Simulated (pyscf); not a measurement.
Thermochemistry of product channels of silyl (SiH₃•) + acetylene (HC≡CH) on the doublet surface, in kcal/mol, from CCSD(T)/def2-TZVPP + ΔMP2(QZVPP) energies (ideal gas, 1 atm, RRHO with modes under 100 cm⁻¹ raised to 100, one conformer, R ln 2 for rigid chiral ones). PySCF, gas phase, ωB97X-D3(BJ)/def2-SVP geometries. MP2 and CC: frozen core, UHF for open shells. ΔMP2 is the change of the MP2 total energy from the triple- to the quadruple-zeta basis.

```csv
products,ΔE,ΔH(298 K),ΔG(298 K),ΔG(900 K)
H₂C=C•–SiH₃,-30.5,-28.6,-20.4,-3.8
silane (SiH₄) + •C≡CH,+43.6,+42.2,+42.5,+43.0
silylene (SiH₂) [singlet] + vinyl (•HC=CH₂),+33.5,+33.4,+31.6,+28.5
H₂C=CH–SiH₂•,-45.0,-40.9,-32.1,-14.1
•HC=CH–SiH₃,-25.3,-23.5,-14.7,+3.1
```

The channel to H₂C=C•–SiH₃ turns unfavourable between 298 and 1200 K (ΔG from -20.4 kcal/mol to +4.1 kcal/mol). The channel to •HC=CH–SiH₃ turns unfavourable between 298 and 1200 K (ΔG from -14.7 kcal/mol to +11.7 kcal/mol).

These are energies of the channels, which say nothing of barriers. The CCSD(T) − MP2 part came from Ansatz, without density fitting, on the same reference. An open-shell T1 diagnostic exceeds 0.045. A UHF reference is spin-contaminated (<S²> up to 1.15), which harms MP2 most. C₂H has a Π state close over its Σ ground state, and the state reached was not checked.
